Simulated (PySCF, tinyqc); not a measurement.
A ladder of methods, and size consistency: correlation methods against full CI in the sto-3g basis, for CH2, spin multiplicity 1. Computed by the program tinyqc with PySCF. All electrons correlated; +Q is the Davidson correction (1 - c0^2) E_corr. The last columns treat two copies 100 angstrom apart as one system. FCI is the lowest singlet.

Geometry (angstrom):
```
atom       x        y       z
C     0.0000   0.0000  0.0000
H     0.0000   0.9670  0.5560
H     0.0000  -0.9670  0.5560
```

RHF energy of one = -38.359092 hartree

Correlation energies (hartree):
```
method   E_corr of one  share of FCI (%)  E_corr of two at 100 angstrom  two minus twice one (mhartree)
MP2           -0.03469            57.595                       -0.06937                           0.000
CISD          -0.05700            94.646                       -0.10753                           6.464
CISD+Q        -0.06090           101.117                       -0.11842                           3.376
CCSD          -0.05958            98.938                       -0.11917                       -2.51e-05
CCSD(T)       -0.05989            99.451                       -0.11978                       -2.56e-05
FCI           -0.06022           100.000                              -                               -
```

What does the comparison show, and why?

MP2 recovers 58 %, CISD 94.6 % and CCSD 98.9 % of the FCI value (c0^2 = 0.932 in CISD). MP2 and coupled cluster are size consistent, so their last column vanishes; CISD loses 6.46 mhartree, since a double excitation on each copy is a quadruple of the pair, and the Davidson correction leaves +3.38. The restricted reference is unstable here: a spin-polarised solution lies 0.0390 hartree lower (PySCF), so results built on it describe a poor reference.
